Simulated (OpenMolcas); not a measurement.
AlO (oxoaluminum): methods side by side

AlO: 2 atoms, total charge 0, spin state doublet. As SMILES, `[O]=[Al]`. The shape is that of a PBE0-D4/def2-TZVP optimisation.

```xyz
2

O     0.0000    0.0000   -0.0249
Al    0.0000    0.0000    1.5950
```

Quantity: the energy change with the O1–Al2 bond stretched from 1.620 to 3.925 Å, in eV. The values are calculated.

| level | kind | program | value (eV) | CPU time (all runs) |
| --- | --- | --- | --- | --- |
| USVWN5/STO-3G | LDA | OpenMolcas | 241.09 | 4.9 s |
| UPBE/STO-3G | GGA | OpenMolcas | 240.96 | 5.7 s |
| U-r2SCAN/STO-3G | meta-GGA | OpenMolcas | 240.83 | 7.4 s |
| UB3LYP/STO-3G | global hybrid | OpenMolcas | 240.76 | 7.1 s |
| UM06-2X/STO-3G | hybrid meta-GGA | OpenMolcas | 239.56 | 7.3 s |
| CASPT2(3,3)/STO-3G | multireference | OpenMolcas | 4.21 | 2.2 s |
| CASSCF(3,3)/STO-3G | multireference | OpenMolcas | 3.78 | 2.2 s |

The first shape isn't each level's own minimum. The values span 3.78 to 241.09 eV. All rows use very small basis sets, so even the best lies far from the true value. CPU times are rough (shared hosts, several kinds of processor): they show what a rung costs within a factor of a few.
